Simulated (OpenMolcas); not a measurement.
Worked example: ideal-gas entropy of SiNH5 (SMILES [SiH3]N)

A singlet with charge 0, relaxed at HF/6-31G* (Cartesian functions) (OpenMolcas 26.06):

```xyz
7

Si   -0.4156   -0.2946   -0.4260
N     0.6182    0.3629    0.7875
H    -0.0247   -1.6988   -0.6546
H    -1.8060   -0.2197    0.0618
H    -0.3747    0.3927   -1.7389
H     0.3969    1.2305    1.2282
H     1.6059    0.2269    0.7419
```

Harmonic wavenumbers in cm⁻¹: 175, 406, 675, 773, 881, 1000, 1018, 1082, 1094, 1764, 2334, 2380, 2388, 3796, 3890.

Masses in u: Si 28.085, N 14.007, H 1.008. Take T = 298.15 K, p = 1 bar, R = 8.3145 J/(mol K), kT/hc = 207.22 cm⁻¹, rigid rotor and harmonic oscillator.

Question: Work out S° at 298 K.

Answer: 
1. Translation (Sackur–Tetrode): S = R[3/2 ln M + 5/2 ln T − 1.1517] with M = 47.132 gives 156.9 J/(mol K).
2. Rotation: principal moments 7.235, 39.903, 41.316 u Å² give A, B, C = 2.3301, 0.4225, 0.408 cm⁻¹; the symmetry number is σ = 1; q = (√π/σ)√((kT/hc)³/ABC) = 8342; S = R(ln q + 3/2) = 87.5.
3. Vibration: with u = ν̃/207.22, each mode gives R[u/(eᵘ − 1) − ln(1 − e⁻ᵘ)]; the sum is 18.2, most from 175 cm⁻¹ (10.0), 406 cm⁻¹ (3.9), 675 cm⁻¹ (1.4).
4. Spin: R ln 1 = 0.0.
5. Sum: 156.9 + 87.5 + 18.2 + 0.0 = 262.6 J/(mol K).

No measured value is set beside it here. Where a soft mode is a torsion, a harmonic oscillator describes it poorly.
